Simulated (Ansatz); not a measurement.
in.yaml

```yaml
crystal:
  periodic: [false, false, false]
  atoms:
    - {symbol: B, position_ang: [-0.187598, 0.000000, 0.000000]}
    - {symbol: H, position_ang: [-0.784331, 1.033571, 0.000000]}
    - {symbol: H, position_ang: [-0.784331, -1.033571, 0.000000]}
    - {symbol: H, position_ang: [1.305402, 0.000000, 0.000000]}
    - {symbol: H, position_ang: [2.275402, 0.000000, 0.000000]}
basis:
  gaussian: {orbitals: cc-pVDZ}
magnetization: {spin_polarized: false, initial_magnetization: 1}
correlation: {method: ccsdtq, electrons: outside_noble_gas}
```

```sh
$ ansatz run in.yaml --threads 2 --pin off --events-out ev --progress --plain --max-ram 16896MiB --backend cuda --devices 0, --max-vram 18GiB
```

Log:

```
602 factors; integrals over basis functions are off by at most 2.0e-7 eV
mean field evaluation 1: about -729.8358 eV, gradient 9.4e0 eV
mean field evaluation 2: about -729.8355 eV, gradient 9.4e0 eV
mean field evaluation 4: about -730.4630 eV, gradient 6.9e-1 eV
mean field evaluation 8: about -730.4709 eV, gradient 7.4e-3 eV
mean field evaluation 16: about -730.4709 eV, gradient 2.4e-6 eV
mean field evaluation 32: about -728.9792 eV, gradient 1.2e-3 eV
mean field -730.47086959 eV, -26.8443093263 hartree, gradient 2.4e-6 eV, S^2 0.750000; 1 other end points of the search recorded, 0 dependent functions left out
determinant -730.47086959 eV, -26.8443093263 hartree, with singles and doubles -734.24343095 eV, -26.9829483994 hartree
determinant -728.97919687 eV, -26.7894913651 hartree, with singles and doubles -732.93012445 eV, -26.9346852758 hartree
1 core orbitals not correlated: weight in the atoms' cores, before any rotation towards them, 1.000 or more for the frozen orbitals, at most 0.000 for the correlated occupied ones
reference -730.47086959 eV, -26.8443093263 hartree; 4, 3 occupied and 29, 30 virtual orbitals, 602 factors
second order -2.88006149 eV of doubles, -0.12778932 eV of singles
cycle   1  -3.57005065 eV  change   -5.6e-1 eV  update   5.4e-2
cycle   2  -3.83748082 eV  change   -2.7e-1 eV  update   2.2e-2
cycle   3  -3.84378211 eV  change   -6.3e-3 eV  update   6.1e-3
cycle   4  -3.84953673 eV  change   -5.8e-3 eV  update   3.2e-3
cycle   5  -3.85009936 eV  change   -5.6e-4 eV  update   1.2e-3
cycle   6  -3.84972902 eV  change    3.7e-4 eV  update   4.9e-4
cycle   7  -3.84986358 eV  change   -1.3e-4 eV  update   2.0e-4
cycle   8  -3.84996612 eV  change   -1.0e-4 eV  update   6.6e-5
cycle   9  -3.84994164 eV  change    2.4e-5 eV  update   2.6e-5
cycle  10  -3.84992885 eV  change    1.3e-5 eV  update   9.3e-6
cycle  11  -3.84992837 eV  change    4.8e-7 eV  update   4.0e-6
cycle  12  -3.84992994 eV  change   -1.6e-6 eV  update   1.8e-6
cycle  13  -3.84993089 eV  change   -9.5e-7 eV  update   6.3e-7
cycle  14  -3.84993073 eV  change    1.6e-7 eV  update   2.9e-7
Total energy: -734.32080031 eV, -26.9857916709 hartree
```

For the same geometry and basis full CI lies 0.1 meV lower.

Ran on 2 threads of AMD EPYC 7R13 with a shared H100 80 GB, shared host: 8.5 s wall, 0.85 GiB peak host memory.
